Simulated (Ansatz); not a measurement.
# NH3O (singlet): wave-function methods side by side at a displaced geometry (v2), cc-pVDZ

An exercise on one series of results from a longer session: the logs are not shown, and one member is left open.

Program: Ansatz 0.2.0, Gaussian basis. Level of theory: cc-pVDZ, core rule «outside noble gas», up to 2 orbitals frozen. These are calculated values, not measurements.

To be run: UHF; CCSD(T) on RHF; BCCD(T) on RHF; CISD; CCSDT(Q) on RHF.

11 further runs of the same task are left out: 2 for a mislabelled method, 4 that didn't finish, 5 set aside as unsound or not needed.

## The system

The geometry is a PBE0/def2-TZVP stationary point (not a proven minimum) with its atoms shifted at random (size 0.100 Å).

5 atoms, charge 0, spin multiplicity 1.

Atoms are counted from 1 here; the program's logs count them from 0.

Bond lengths: N1–O2 1.386 Å, N1–H3 0.998 Å, N1–H4 0.960 Å, O2–H5 0.960 Å. Angles: O2–N1–H3 109.5°, O2–N1–H4 110.4°, H3–N1–H4 106.6°, N1–O2–H5 115.7°.

The first run:

in.yaml

```yaml
crystal:
  periodic: [false, false, false]
  atoms:
    - {symbol: N, position_ang: [-0.067985, 0.002102, 0.702945]}
    - {symbol: O, position_ang: [0.059663, 0.010477, -0.677572]}
    - {symbol: H, position_ang: [0.335488, -0.833356, 1.070033]}
    - {symbol: H, position_ang: [0.418589, 0.734195, 1.088247]}
    - {symbol: H, position_ang: [-0.756395, -0.096353, -1.171320]}
basis:
  gaussian: {orbitals: cc-pVDZ}
magnetization: {spin_polarized: true, initial_magnetization: 0}
hamiltonian: {xc: hf}
output: {orbitals: {seedname: orbitals}}
```

Command:

```
$ ansatz run in.yaml --threads 1 --pin off --events-out ev --progress --plain --max-ram 2176MiB
```

Among the steps run: UHF; CCSD(T) on RHF; BCCD(T) on RHF; CISD; CCSDT(Q) on RHF.

One of the session's tables, all rows but one given; the rest of the session is left out.

| method | from RCCSDT(Q) (kcal/mol) |
| --- | --- |
| RHF | +244.45 |
| RMP2 | +18.16 |
| CISD | +23.90 |
| RCCSD | ? |
| RCCSD(T) | +0.80 |
| BCCD(T) | +0.80 |
| RCCSDT | +0.58 |
| RCCSDT(Q) | 0 |

Estimate the missing values for RCCSD.

As computed: from RCCSDT(Q) (kcal/mol): +5.74. In the column «from RCCSDT(Q) (kcal/mol)» it lies between BCCD(T) (+0.80) and RMP2 (+18.16).
